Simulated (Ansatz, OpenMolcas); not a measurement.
How methods differ on P2H2 (phosphanylidenephosphane)

P2H2 has 4 atoms, charge 0, and is taken as a singlet. SMILES: `[H]/P=P/[H]`. The shape is that of a GFN2-xTB optimisation.

```xyz
4

P    -0.0244   -1.0036    0.0883
P     0.0244    1.0035   -0.0883
H     1.0373   -1.0676    1.0033
H    -1.0373    1.0677   -1.0034
```

Each level gives the energy change with the P2–H4 bond stretched from 1.403 to 1.754 Å (eV). The values are calculated.

```csv
level,kind,program,value (eV),less FCI/STO-3G,CPU time (all runs)
HF/STO-3G (restricted),Hartree–Fock,Ansatz,1.38,+0.49,0.19 s
SVWN5/STO-3G (restricted),LDA,Ansatz,0.88,-0.01,1.1 s
revPBE/STO-3G (restricted),GGA,Ansatz,0.80,-0.09,1.6 s
r2SCAN/STO-3G (restricted),meta-GGA,Ansatz,0.92,+0.03,4.5 s
r2SCAN0/STO-3G (restricted),hybrid meta-GGA,Ansatz,1.06,+0.17,4.1 s
wB97M-V/STO-3G (restricted),range-separated hybrid,Ansatz,1.05,+0.16,24 s
RPA@PBE/STO-3G (restricted),RPA,Ansatz,0.84,-0.05,2.4 s
MP2/STO-3G (restricted),perturbation theory,Ansatz,1.06,+0.17,0.23 s
CISD/STO-3G (restricted),coupled cluster or CI,OpenMolcas,1.00,+0.11,2.7 s
FCI/STO-3G,exact in the basis,OpenMolcas,0.89,0.00,6.6 s
```

FCI/STO-3G is exact within its basis and frozen core, so for wave-function methods in that basis the difference is their error; functionals converge differently with the basis, so for them it is only a difference. The first shape isn't each level's own minimum. The values span 0.80 to 1.38 eV. All rows use very small basis sets, so none should be taken for the real molecule's value. In so small a basis fixed costs decide the times, and correlated methods can beat functionals. CPU times are rough (shared hosts, several kinds of processor and program).
